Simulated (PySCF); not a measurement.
Species: CH₂ClF.
Numbering: `[F:1][CH2:2][Cl:3]` (hydrogens: H4, H5 on C2)

Geometry (PBE0-D3(BJ)/def2-TZVP, Å), atoms numbered from 1 in this order:
```
atom  x, y, z in Å
F1    -0.610    1.226   -0.192
C2     0.028    0.040   -0.052
Cl3    1.770    0.247   -0.255
H4    -0.146   -0.345    0.952
H5    -0.317   -0.647   -0.823
```

Computed with PySCF at wB97X-D/pcSseg-2, non-relativistic, on one gas-phase PBE0-D3(BJ)/def2-TZVP geometry that isn't relaxed in the solvent. The solvent is an IEF-PCM continuum (Bondi radii, 1.10 Å for H, scaled by 1.2). Specific hydrogen bonds and non-electrostatic terms are outside this model.

Gas phase at wB97X-D/pcSseg-2: HOMO -10.81 eV, LUMO 2.11 eV, dipole 1.91 D.

Q: What does the continuum do to the energy, the frontier levels and the dipole at wB97X-D/pcSseg-2 in chloroform?

A: 
```tsv
solvent	ε	E(solvent) − E(gas) (kcal/mol)	polarisation term (kcal/mol)	distortion of the solute (kcal/mol)	HOMO (eV)	LUMO (eV)	dipole (D)
chloroform	4.711	-2.46	-2.76	0.30	-10.74	2.39	2.26
```

The polarisation term is half the interaction of the solute with the surface charges that it induces; the rest is the cost of distorting the solute's density. The sum is the electrostatic part of solvation alone.

Q: Which radius a makes the point-dipole formula ΔE = −[(ε − 1)/(2ε + 1)]·μ²/a³ give the value in chloroform, with the gas-phase dipole?

A: μ = 0.751 au and |ΔE| = 0.00392 Eh give a = 1.97 Å; the farthest nucleus lies 1.64 Å from the centroid of the nuclei. The formula assumes a rigid point dipole at the centre of a sphere.

Q: Give the dipole vector in the frame of the coordinates (D, pointing from negative to positive charge), gas and chloroform.

A: Gas (-0.89, -1.65, 0.37), solvent (-1.11, -1.92, 0.43). Its length changes by +18 % and its direction by 2°.

The run took 4.1 s on one thread, Intel Xeon 6975P-C (x86_64), no GPU, shared host with 192 logical CPUs at a one-minute load of 41, and the process peaked at 0.58 GiB of memory. This is the whole shielding run at wB97X-D/pcSseg-2 in chloroform, SCF included.

Note: wB97X-D ran without an empirical dispersion term, which enters the total energy and its gradient alone.
